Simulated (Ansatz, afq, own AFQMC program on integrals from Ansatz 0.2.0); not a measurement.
Where AFQMC and coupled cluster stand for CN, doublet

```yaml
atoms:
  - { symbol: N, position_ang: [0.0000, 0.0000, 0.0000] }
  - { symbol: C, position_ang: [0.0000, 0.0000, 1.4380] }
```

Basis 6-31G. Only valence electrons are correlated. Ansatz 0.2.0 and our own AFQMC program on the same integrals; the CISD trial comes from CCSD amplitudes, and released means the phaseless constraint is let go. ± is one standard error of the sampling.

Determinant: UHF, the one that the program's search chose, which needn't be the lowest solution. The geometry is a point of a scan.

Full CI on the same integrals is exact in this basis and with this determinant's frozen core.

Cautions: strong correlation (T1 0.140, weight of the determinant 0.56, largest double 0.20); unrestricted determinant spin contaminated (⟨S²⟩ 2.14 against 0.75); CCSD(T) is in doubt: in a space of 9 electrons in 8 natural orbitals full CI lies 148 meV below it; CCSDT(Q) is in doubt: in a space of 9 electrons in 8 natural orbitals full CI lies 98 meV below it.

```
T1 diagnostic                               : 0.1399
weight of the determinant in the CISD state : 0.562
⟨S²⟩ of the determinant                     : 2.144
size of the correlated space                : 9 electrons in 16 orbitals
```

```tsv
level	correlation energy (eV)
MP2	-2.9793
CCSD	-4.8429
CCSD(T)	-5.0831
```

Q: Estimate where AFQMC with the constraint released lies against CCSD(T) on the same integrals.

A: 6.89 ± 0.26 kcal/mol below CCSD(T).

Reference: full CI, correlation energy -5.357 eV. The released energy is read at 2.40 1/Eh (meV from the phaseless value at times in 1/Eh: -30 ± 7 at 0.24, -62 ± 6 at 0.51, -95 ± 7 at 0.99, -101 ± 7 at 1.62, -98 ± 11 at 2.40). The cautions show a poor starting determinant, so the rows tell how each method copes with it here, and full CI is the sure value.

| level | E − E(reference) (kcal/mol) | share of correlation (%) |
| --- | --- | --- |
| CCSD(T) | 6.32 | 94.88 |
| CCSDT | 3.27 | 97.36 |
| CCSDT(Q) | 1.13 | 99.09 |
| CCSDTQ | 0.43 | 99.65 |
| ph-AFQMC/CISD | 1.69 ± 0.14 | 98.63 |
| released AFQMC | -0.57 ± 0.26 | 100.46 |

CCSDT and higher add their correlation energy to the determinant of the CCSD(T) run, since their own runs factorise the integrals more tightly (a shift of under 2 meV). A walk keeps the symmetry of its determinant, which the program's search chose and which needn't be the lowest solution, so a lower state of the same spin and another symmetry isn't excluded. Released energies are given only where the last usable release times agree within the noise; a slower fall can still hide under it.
